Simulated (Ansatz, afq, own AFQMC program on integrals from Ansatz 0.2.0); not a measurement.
## AlHO, singlet in cc-pVDZ, levels against CCSDT(Q)

```xyz
3

Al    0.0000    0.0000    1.5580
O     0.0000    0.0000   -0.3040
H     0.0000    0.0000   -1.2540
```

Connectivity, by distances: Al–OH.

Basis cc-pVDZ. Only valence electrons are correlated. Integrals, coupled cluster, full CI and functionals: Ansatz 0.2.0; the random walks run on the same integrals in our own AFQMC program. The CISD trial takes its coefficients from CCSD amplitudes. Released means that phaseless walkers are propagated on without the constraint, phases kept. Free AFQMC starts from the CCSD state and is never constrained. Its projection time is finite, and what remains of the start isn't in its error. ± is one standard error of the sampling.

Determinant: RHF, the one that the program's search chose, which needn't be the lowest solution. The geometry is a point of a scan.

No full CI on the walks' own integrals is used here; CCSDT(Q) serves as the reference and is uncertain by about the last step of the cluster series.

Cautions: higher spins were not checked; raised T1 diagnostic (T1 0.023, weight of the determinant 0.88, largest double 0.11).

The T1 diagnostic is 0.0225, the weight of the determinant in the CISD state is 0.884 and the size of the correlated space is 10 electrons in 31 orbitals.

```csv
level,correlation energy (eV)
MP2,-6.5276
CCSD,-6.9605
CCSD(T),-7.1325
```

Question: Estimate where phaseless AFQMC with a CISD trial lies against CCSD(T) on the same integrals.

Answer: 16.4 ± 16.3 meV below CCSD(T). The gap is under twice the noise, so this walk alone can't tell the two apart.

Reference: CCSDT(Q), correlation energy -7.171 eV. The released energy is read at 2.40 1/Eh (meV from the phaseless value at times in 1/Eh: 5 ± 17 at 0.24, -13 ± 13 at 0.51, -28 ± 12 at 0.99, -36 ± 16 at 1.62, -14 ± 19 at 2.40).

```tsv
level	E − E(reference) (meV)	share of correlation (%)
CCSD(T)	38.9	99.46
CCSDT	25.3	99.65
ph-AFQMC/CISD	22.5 ± 16.3	99.69
released AFQMC	8.1 ± 18.9	99.89
free AFQMC	3.2 ± 15.0	99.96
```

Free projections are given only where their last times agree within the noise and don't stop above the reference; a slow remainder of the start can still hide under it. A walk keeps the symmetry of its determinant, which the program's search chose and which needn't be the lowest solution, so a lower state of the same spin and another symmetry isn't excluded. Released energies are given only where the last usable release times agree within the noise; a slower fall can still hide under it.
